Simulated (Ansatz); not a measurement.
Input for Ansatz (development build ahead of 0.2.0):

```yaml
crystal:
  periodic: [false, false, false]
  atoms:
    - { symbol: B, position_ang: [-0.66452, 0.3104, 0.30651] }
    - { symbol: "N", position_ang: [0.78374, -0.24436, 0.37346] }
    - { symbol: H, position_ang: [-1.82516, 0.21954, -2.66983] }
    - { symbol: H, position_ang: [-1.52615, -0.47745, 0.49668] }
    - { symbol: H, position_ang: [-0.76259, 1.47334, 0.11412] }
    - { symbol: H, position_ang: [1.10064, -0.20175, 1.34285] }
    - { symbol: H, position_ang: [0.8549, -1.21922, 0.09752] }
    - { symbol: H, position_ang: [1.45044, 0.29903, -0.16635] }
basis:
  gaussian: { orbitals: def2-SVP }
total_charge: 1
magnetization:
  spin_polarized: true
  initial_magnetization: 1
hamiltonian:
  xc: hf
output:
  forces: true
```

The input is written out in the form of the current development build from the run's settings.

Results

```yaml
Converged: yes
Total_energy: -82.24609 hartree
Spin_squared_of_the_determinant: 0.750
Stability_test: minimum
```

Forces (eV/Å):
```csv
atom,Fx,Fy,Fz
B1,0.005,0.000,0.004
N2,-0.001,0.001,0.000
H3,0.006,-0.004,-0.004
H4,0.000,0.000,0.004
H5,-0.002,0.002,0.005
H6,0.001,0.000,0.000
H7,-0.005,0.002,-0.005
H8,-0.004,-0.002,-0.004
```
